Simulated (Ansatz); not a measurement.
Geometry optimisation, Ansatz, UKS PBE0-D4/def2-SVP.

Input file:

```yaml
crystal:
  periodic: [false, false, false]
  atoms:
    - { symbol: B, position_ang: [0.0, 0.0, -0.09415] }
    - { symbol: F, position_ang: [0.0, 0.0, 1.22517] }
    - { symbol: H, position_ang: [1.069289, 0.0, -0.654827] }
    - { symbol: H, position_ang: [-1.069289, 0.0, -0.654827] }
    - { symbol: F, position_ang: [0.0, 0.0, 3.568634] }
magnetization:
  spin_polarized: true
  initial_magnetization: 1
basis:
  gaussian: { orbitals: def2-SVP }
hamiltonian:
  xc: pbe0
  dispersion: d4
relax:
  f_tol: 0.03
  max_steps: 50
```

Run as:

```bash
$ ansatz run input.yaml --threads 1 --pin off --max-ram 2048MiB --backend cpu --events-out ev --progress --plain --runs-dir out
```

**Question.** Where does it end, and by what steps?

**Answer.** It converged. The force dipped under the threshold on the way, but the program's further checks kept it going. After 3 steps the energy has fallen by 0.007 eV; F5 moved furthest, 0.13 Å.

```
step  energy less start (eV)  largest force component (eV/Å)  accepted
   0                  0.0000                           0.114       yes
   1                 -0.0035                           0.082       yes
   2                 -0.0070                           0.027       yes
   3                 -0.0075                           0.007       yes
```

```xyz
5
Properties=species:S:1:pos:R:3
B 0.000 0.000 -0.125
F 0.000 0.000 1.193
H 1.070 0.000 -0.686
H -1.070 0.000 -0.686
F 0.000 0.000 3.694
```

Whether the end is a true minimum wasn't checked by a vibrational analysis.

Time of the run: 19 s on 1 thread of Arm Neoverse V2, with other jobs on the host, peak memory 0.12 GiB.
